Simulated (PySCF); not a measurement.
From results back to the method.

Compound: phosphorus tetramer, P4.
Z-matrix (Å and degrees, PBE0-D3(BJ)/def2-TZVP geometry), rows numbered from 1:
```
P 
P   1  2.1837
P   2  2.1837  1   60.01
P   1  2.1834  2   60.00  3   -70.53
```

The closed-shell ground state was solved 4 times with PySCF (density fitting, gas phase), always in the pcSseg-2 basis (172 functions), with these functionals: B97-2, KT3, PBE0 and wB97X-D. Geometry: PBE0-D3(BJ)/def2-TZVP; no solvent, vibrations or thermal averaging.

```json
{"row": "P", "total energy (Eh)": "-1375.8428", "HOMO (eV)": "-6.72", "LUMO (eV)": "-1.61"}
{"row": "Q", "total energy (Eh)": "-1365.4972", "HOMO (eV)": "-9.42", "LUMO (eV)": "0.87"}
{"row": "R", "total energy (Eh)": "-1365.0262", "HOMO (eV)": "-7.70", "LUMO (eV)": "-0.80"}
{"row": "S", "total energy (Eh)": "-1365.6154", "HOMO (eV)": "-7.46", "LUMO (eV)": "-0.84"}
```

Question: Which functional belongs to which row?

Answer: P = KT3, Q = wB97X-D, R = PBE0, S = B97-2. By rising HOMO–LUMO gap: KT3 (GGA) 5.11 eV; B97-2 (global hybrid, 21 % exact exchange) 6.62 eV; PBE0 (global hybrid, 25 % exact exchange) 6.90 eV; wB97X-D (range-separated hybrid) 10.29 eV. Total energies of different functionals aren't bounds to one another; each is stationary for its own functional.

The pairwise dispersion term of wB97X-D wasn't added to the energies; at a given geometry it leaves orbitals and properties as they are.
